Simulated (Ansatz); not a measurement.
We consider 1T (CdI2-type) CdI2, described by PBEsol in Ansatz (PAW).

Run with plane-wave cutoff 520 eV, 12×12×6 k mesh (along the axes of the cell as run), scalar-relativistic PAW data made under PBE.

Computed at the level's own relaxed cell.

### Question
Predict the elastic constant C44, elastic constant C33, elastic constant C66, elastic constant C11, Voigt–Reuss–Hill shear modulus (Hill average), elastic constant C12 and elastic constant C13.

### Answer

* **elastic constant C44**: 2.88 GPa
* **elastic constant C33**: 10.0 GPa
* **elastic constant C66**: 12.9 GPa
* **elastic constant C11**: 40.0 GPa
* **Voigt–Reuss–Hill shear modulus (Hill average)**: 6.57 GPa
* **elastic constant C12**: 14.1 GPa
* **elastic constant C13**: 3.94 GPa

Note: the cell comes from a level without a dispersion term, which matters for the spacing of layers, chains or molecules; the cell has widely spaced layers and the level no dispersion term, so their spacing and the moduli can rest on weak binding.

Elastic constants are with the ions relaxed.

Spin–orbit coupling is not included.

Ansatz is a program for electronic structure.
